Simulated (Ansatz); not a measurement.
Mulliken charges of C4H5F (`FCC1=CC1`) from ωB97M-V/def2-TZVPP in Ansatz (PBE0-D4/def2-TZVP geometry).

```json
{"atom": "F1", "x (Å)": "-1.974", "y (Å)": "-0.357", "z (Å)": "-1.347", "charge (e)": "-0.221"}
{"atom": "C2", "x (Å)": "-0.974", "y (Å)": "0.501", "z (Å)": "-0.947", "charge (e)": "0.082"}
{"atom": "C3", "x (Å)": "-0.060", "y (Å)": "-0.132", "z (Å)": "0.002", "charge (e)": "-0.010"}
{"atom": "C4", "x (Å)": "0.339", "y (Å)": "-1.130", "z (Å)": "0.710", "charge (e)": "-0.192"}
{"atom": "C5", "x (Å)": "1.167", "y (Å)": "0.111", "z (Å)": "0.826", "charge (e)": "-0.213"}
{"atom": "H6", "x (Å)": "-1.438", "y (Å)": "1.384", "z (Å)": "-0.491", "charge (e)": "0.097"}
{"atom": "H7", "x (Å)": "-0.424", "y (Å)": "0.830", "z (Å)": "-1.837", "charge (e)": "0.097"}
{"atom": "H8", "x (Å)": "0.211", "y (Å)": "-2.149", "z (Å)": "1.029", "charge (e)": "0.180"}
{"atom": "H9", "x (Å)": "1.096", "y (Å)": "0.729", "z (Å)": "1.723", "charge (e)": "0.090"}
{"atom": "H10", "x (Å)": "2.140", "y (Å)": "0.163", "z (Å)": "0.335", "charge (e)": "0.090"}
```

**Question.** By hand: the dipole of these point charges (1 e Å = 4.8032 D).

**Answer.** Σ q r = (0.192, 0.223, 0.052) e Å, of length 0.299 e Å = 1.44 D.

**Question.** How does the dipole of the full density compare? (Best estimate.)

**Answer.** Computed: (0.174, 0.176, 0.058) e Å, 1.22 D; the point charges give 1.18 times that, at 5° from its direction.

Point charges leave out the atoms' own dipoles, such as those of lone pairs, and Mulliken's split depends on the basis, so the two needn't agree.
